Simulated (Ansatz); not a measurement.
Basis-set extrapolation for C₅H₁₂S, SMILES `CCC(C)(C)S` (PBE0-D4/def2-TZVP geometry, frozen core, Ansatz 0.2.0). Multiplicity 1, RHF reference.

```csv
,def2-TZVPP,def2-QZVPP
HF,-593.944297,-593.964889
MP2 correlation,-1.071950,-1.142537
CCSD(T) correlation,-1.189406,not run
```

Energies in hartree. Use E(X) = E(∞) + A·exp(−7.88·√X) for Hartree–Fock and E(X) = E(∞) + B·X^(−2.97) for correlation, with X = 3 and 4, and add CCSD(T) minus MP2 of the smaller set to the MP2 limit.

Problem. What is the CCSD(T) energy at the basis-set limit?

Solution. HF limit: -593.964889 + (-0.020592) × 0.13774 = -593.96773. MP2 limit: -1.142537 + (-0.070587) × 0.74074 = -1.19482. Higher-order term: -1.189406 − (-1.071950) = -0.11746. Total: -595.28001 hartree, 3.98 eV below CCSD(T)/def2-TZVPP.
